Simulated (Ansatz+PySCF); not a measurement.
The numbers below are computed, except where a source is named.
Input for Ansatz (development build ahead of 0.2.0):

```yaml
crystal:
  periodic: [false, false, false]
  atoms:
    - { symbol: C, position_ang: [0.05174, 0.70442, 0.0] }
    - { symbol: "N", position_ang: [0.05174, -0.75962, 0.0] }
    - { symbol: H, position_ang: [-0.94173, 1.17619, 0.0] }
    - { symbol: H, position_ang: [-0.45818, -1.09943, 0.81237] }
    - { symbol: H, position_ang: [-0.45818, -1.09943, -0.81237] }
    - { symbol: H, position_ang: [0.59276, 1.05673, 0.88067] }
    - { symbol: H, position_ang: [0.59276, 1.05673, -0.88067] }
basis:
  gaussian: { orbitals: cc-pVTZ }
total_charge: 1
magnetization:
  initial_magnetization: 1
hamiltonian:
  xc: hf
correlation:
  method: ccsd_t
  frozen_orbitals: { C: 1, H: 0, "N": 1 }
```

The input is written out in the form of the current development build from the run's settings. Correlation on restricted open-shell orbitals is semicanonical, with singles.

Output:

- Converged: yes
- Reference energy: -94.93983 hartree
- CCSD correlation energy: -0.38850 hartree
- Triples correction: -0.01267 hartree
- Total energy: -95.34100 hartree
- Spin squared of the determinant: 0.750
